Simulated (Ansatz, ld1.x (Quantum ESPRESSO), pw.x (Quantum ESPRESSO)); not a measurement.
Cd: does the TM potential hold in the solid?

cadmium (Cd), norm-conserving Troullier–Martins (Kleinman–Bylander form), made with ld1.x (Quantum ESPRESSO) 7.5 (LDA (PW92), scalar-relativistic). Core [Kr], reference 4d10 5s1 5p0 (charge +1). Waves: 5p (bound, empty): rc 2.55 bohr; 4d (bound): rc 1.35 bohr; 5s (bound): rc 1.60 bohr. Local part: the s channel. Core correction: Bessel-smoothed model core, default radius (core density twice the valence density).

Atomic tests: cutoffs needed: 80 Ry and 140 Ry (the cutoffs (Ry, on a coarse ladder) from which the occupation-weighted sum of valence levels, in a spherical-Bessel basis at the reference potential, stays within 10 and 1 mRy of its value at 400 Ry); ghost test: no extra level below or beside the all-electron valence levels (p, d, s, f tested) (spherical-Bessel basis up to 400 Ry, 20 bohr box); largest excitation error: -233 meV (all-electron minus pseudo) for 4d9 5s0 5p0, out of 7 test configurations.

Crystal test: fcc Cd in pw.x 7.5, no spin, 13³ k-points, Fermi–Dirac smearing 0.01 Ry, cutoffs 170/680 Ry. The reference is all-electron LAPW (Ansatz 0.2.0) with the same functional, mesh and smearing; V0 and B0 come from Birch–Murnaghan fits to the pressures at five volumes. Errors are pseudo minus all-electron; Δ is the rms difference of the E(V) curves that follow from these fits, minima aligned, over ±6 % about the mean V0. Mesh and smearing are coarse, so the numbers serve the comparison and aren't converged zero-temperature values; the lattice is a test structure that the element need not adopt.

All-electron: a0 = 4.306 Å (V0 = 19.96 Å³/atom), B0 = 68.9 GPa.

Question: How far does the potential miss the all-electron equation of state?

Answer: mean pressure error (GPa): +1.23; a0 (Å): 4.331; a0 error (%): +0.58; B0 error (%): -2.8; Δ (meV/atom): 5.2. This is a poor potential for the solid.

```json
{"V (Å³/atom)": "19.006", "P all-electron (GPa)": "3.88", "P pseudo (GPa)": "5.38"}
{"V (Å³/atom)": "19.506", "P all-electron (GPa)": "1.68", "P pseudo (GPa)": "3.03"}
{"V (Å³/atom)": "20.006", "P all-electron (GPa)": "-0.17", "P pseudo (GPa)": "1.04"}
{"V (Å³/atom)": "20.506", "P all-electron (GPa)": "-1.73", "P pseudo (GPa)": "-0.64"}
{"V (Å³/atom)": "21.006", "P all-electron (GPa)": "-3.04", "P pseudo (GPa)": "-2.06"}
```

Question: At the middle volume, how do free energy and pressure move when the wave cutoff is lowered (ecutrho kept at four times it)?

Answer:

```tsv
cutoff (Ry)	shift of F (meV/atom)	shift of P (GPa)
76	+198.8	-12.68
102	+25.3	+0.04
136	+7.0	-0.30
```

The run at the middle volume (84 k-points, 8 iterations) took about 64 s on one core of a shared host (Neoverse-V2, 96 threads, 371 GiB, load 40).
